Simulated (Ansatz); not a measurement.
[H···H···GeH$_{3}$], doublet along the distance H1-H2

Starting geometry:

```
atom    x (Å)    y (Å)    z (Å)
   H  -2.5984   0.0000   0.0000
   H  -1.8534   0.0000   0.0000
  Ge   0.0406   0.0000   0.0000
   H   0.5092  -1.4659   0.0000
   H   0.5092   0.7330  -1.2695
   H   0.5092   0.7330   1.2695
```

From there H2 is moved from one fragment to the other while all else, the fragments' distance too, stays fixed; atoms are numbered as listed. Energies are in kJ/mol, counted from the starting geometry at the same level. Kohn–Sham curves are unrestricted where that lies lower.

Basis cc-pVDZ; Ansatz 0.2.0. Correlated methods freeze the noble-gas cores and the filled d shells of p-block atoms. R marks a restricted (for open shells ROHF) determinant, U an unrestricted one. No spin–orbit coupling is included, and no scalar relativity.

In so small a basis the reference is far from its limit while semilocal and hybrid functionals are nearer theirs (RPA and double hybrids share much of the reference's basis error), so the functionals' errors here hold much of the reference's basis and frozen-core error, which can add to them or hide them.

Full CI isn't at hand for all of this; UCCSDT(Q) serves as the reference, and is uncertain by about the last step of the cluster series.

```tsv
distance H1-H2 (Å)	UCCSDT(Q)	PBE	BLYP	r2SCAN	B97M-V	PBE0	B3LYP	wB97M-V	B2PLYP	RPA-PBE
0.693	8.5	12.6	11.7	11.0	10.9	11.0	10.5	9.2	9.3	9.1
0.745	0.0	0.0	0.0	0.0	0.0	0.0	0.0	0.0	0.0	0.0
0.797	-0.3	-4.2	-3.4	-2.8	-3.3	-2.7	-2.3	-1.0	-1.1	-0.8
0.849	4.1	-3.0	-1.5	-0.6	-2.0	-0.4	0.5	3.1	2.5	3.3
0.901	10.8	1.5	3.5	4.3	1.9	4.7	6.0	9.7	8.6	10.0
0.953	18.0	7.7	10.2	10.5	7.4	11.1	12.9	17.4	15.4	17.5
1.005	24.9	15.1	18.0	17.3	13.9	18.0	20.3	25.4	22.3	25.2
1.057	31.7	23.5	26.6	24.6	21.5	25.4	28.3	33.4	29.3	32.9
1.109	39.0	33.4	36.8	33.0	30.8	33.9	37.4	42.0	37.1	41.4
```
